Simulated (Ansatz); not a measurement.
Consider the isomerisation: `C=C=CN=C` → `C=CCC#N`.

Calculated with Ansatz (gas phase, PBE0-D4/def2-TZVP geometries, no zero-point term in ΔE). CCSD(T)/CBS is the MP2 limit (def2-TZVPP, def2-QZVPP) plus CCSD(T) − MP2 in def2-TZVPP, frozen cores. Functionals use def2-TZVPP. B3LYP here is the variant with VWN-RPA as its local correlation; programs differ in this. One conformer a species, not always the lowest.

Question: Is it downhill or uphill in electronic energy at CCSD(T)/CBS, and by how much? (An estimate is asked.)

Answer: The calculation gave: Downhill: ΔE = -38.5 kcal/mol.

Question: What do these levels give: PBE0-D4, B3LYP-D4, HF/def2-TZVPP, MP2/def2-TZVPP, HF/def2-QZVPP, MP2/def2-QZVPP? (Best estimate.)

Answer: The calculation gave: PBE0-D4 -33.6, B3LYP-D4 -32.9, HF/def2-TZVPP -41.4, MP2/def2-TZVPP -42.8, HF/def2-QZVPP -41.2, MP2/def2-QZVPP -42.3 kcal/mol.

Largest T1 diagnostic among the species: 0.013.

From PBE to PBE0 (25 % exact exchange), in def2-TZVPP and without D4, ΔE moves by −3.3 kcal/mol.
